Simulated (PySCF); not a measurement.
# Which basis set comes closest?

Molecule: 1,1,2,2-tetrafluoroethane, C2H2F4.

Numbering as in the mapped SMILES `[F:1][CH:2]([F:3])[CH:4]([F:5])[F:6]` (H(Xn): hydrogen on atom n).

Geometry PBE0-D3(BJ)/def2-SVP throughout; GIAO in PySCF 2.14.0 with density-fitted response routines, gas phase, one conformer, non-relativistic; equivalent atoms averaged; functional PBE0.

Reference values (measured; G. Saielli, R. Bini, A. Bagno, Computational 19F NMR. 2. Organic compounds, RSC Adv. 2014, ESI (exp. from Berger-Braun-Kalinowski 1994 and Everett 1995)): δ(F1/F3/F5/F6) = -140.2 ppm vs CFCl3. Computed shifts are taken against CFCl3, calculated as an isolated molecule at each level.

Task: How do the basis sets STO-3G, 6-31G, pcSseg-0, 6-31G*, def2-SVP, cc-pVDZ, pcSseg-1, aug-cc-pVDZ, 6-311+G(2d,p), def2-TZVP, cc-pVTZ, IGLO-III, pcSseg-2 perform against the reference? Times are CPU seconds on shared hosts with different chips, so compare them loosely.

Result: 
```
    basis set  functions  F1/F3/F5/F6  abs. error F  core-s
       STO-3G         32       -121.5          18.7     1.8
        6-31G         58       -162.5          22.3     3.4
     pcSseg-0         58       -167.0          26.8     3.3
       6-31G*         88       -149.2           9.0     4.8
     def2-SVP         94       -136.0           4.2     4.8
      cc-pVDZ         94       -145.1           4.9     5.3
     pcSseg-1        112       -155.4          15.2     5.1
  aug-cc-pVDZ        156       -146.5           6.3      11
6-311+G(2d,p)        174       -156.5          16.3      11
    def2-TZVP        198       -152.6          12.4      14
      cc-pVTZ        208       -150.3          10.1      16
     IGLO-III        230       -155.4          15.2      19
     pcSseg-2        244       -155.1          14.9      21
```

For ¹⁹F the closest is def2-SVP (4.2 ppm) and the furthest pcSseg-0 (26.8 ppm). Where a smaller basis beats a larger one, errors probably cancel; the largest sets show where the functional converges. One molecule is a small sample, and vibrational and solvent effects are absent from the calculation.

A small basis that lands close on one nucleus may do so by chance; judge by the trend and by all nuclei.
